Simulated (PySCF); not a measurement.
Compound: C6H9 (charge +1).
Numbering: `[CH3:1][CH2:2][c:3]1[cH:4][c+:5]1[CH3:6]` (hydrogens: H7, H8, H9 on C1; H10, H11 on C2; H12 on C4; H13, H14, H15 on C6)

Cartesian coordinates in Å at the PBE0-D3(BJ)/def2-SVP level; atoms count from 1:
```
atom  x, y, z in Å
C1    -2.4687   -0.0547    0.4898
C2    -1.2747   -0.0576   -0.4495
C3     0.0311    0.0034    0.2064
C4     0.7780    0.0734    1.3500
C5     1.4136    0.0303    0.1420
C6     2.6465    0.0425   -0.6365
H7    -2.4504   -0.9216    1.1659
H8    -3.3990   -0.1040   -0.0911
H9    -2.5012    0.8617    1.0963
H10   -1.2965    0.7859   -1.1656
H11   -1.2499   -0.9512   -1.1016
H12    0.8280    0.1213    2.4398
H13    3.4718   -0.4222   -0.0803
H14    2.5095   -0.4298   -1.6178
H15    2.9186    1.1005   -0.8051
```

Level: B3LYP/def2-SVPD in PySCF, non-relativistic, on one gas-phase PBE0-D3(BJ)/def2-SVP geometry that isn't relaxed in the solvent. The solvent is an IEF-PCM continuum (van der Waals radii × 1.2), and excitations are vertical TDDFT with non-equilibrium linear response and a frozen core. Only the electrostatic response of the medium enters.

| run | E − E(gas) (kJ/mol) | HOMO (eV) | HOMO–LUMO gap (eV) | lowest singlet (eV) | static polarisability (au) |
| --- | --- | --- | --- | --- | --- |
| gas | 0.00 | -14.09 | 7.47 | 6.46 | 62.7 |
| P | -199.78 | -10.39 | 7.86 | 6.59 | 78.0 |
| Q | -181.63 | -10.72 | 7.82 | 6.57 | 75.8 |

Problem. The runs were made in chloroform and tetrahydrofuran. Which run belongs to which solvent?

Solution. P = tetrahydrofuran, Q = chloroform. The dielectric constants are 4.711 (chloroform), 7.426 (tetrahydrofuran), and the energy falls further as ε rises. The optical constants n² used for the excitations are 2.09, 1.97 in the same order. In this model the ground state sees the solvent through ε alone.

Problem. How constant is the ratio of the lowering to 1 − 1/ε?

Solution. 
```json
{"solvent": "chloroform", "1 − 1/ε": "0.788", "E − E(gas) (kJ/mol)": "-181.63", "ratio (kJ/mol)": "-230.6", "polarisation term (kJ/mol)": "-183.48"}
{"solvent": "tetrahydrofuran", "1 − 1/ε": "0.865", "E − E(gas) (kJ/mol)": "-199.78", "ratio (kJ/mol)": "-230.9", "polarisation term (kJ/mol)": "-202.20"}
```

The ratio changes by +0.1 % in size from chloroform to tetrahydrofuran. The polarisation term is half the interaction of the solute with the induced surface charges.
